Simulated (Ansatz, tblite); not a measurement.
Adding an electron: Li₂Al⁺ (the lowest singlet isomer of a short search). The state is a singlet with charge 1. Geometry: PBE-D4/def2-TZVP. Ansatz, gas phase; energy differences of separate SCF runs; the reduced species was run as a doublet alone.

```xyz
3

Al    0.000    0.000    0.000
Li    1.984    0.400    1.903
Li   -1.984   -0.400   -1.903
```

The xTB rows come from tblite. The structure comes from a short search, and lower isomers may exist.

```tsv
level	−HOMO (eV)	−LUMO (eV)	vertical EA (eV)	HOMO–LUMO gap (eV)
GFN1-xTB	12.93	11.87	9.68	1.06
GFN2-xTB	12.02	10.76	8.05	1.26
PBE-D4/def2-TZVP	7.63	6.44	4.37	1.19
PBE0-D4/def2-TZVP	8.33	5.67	4.29	2.65
```

Run but left out: r2SCAN-D4/def2-TZVP (singlet: restricted singlet, unstable towards broken spin symmetry).  Raw xTB energy differences between charge states are shifted by several eV; the methods need an empirical correction for them.
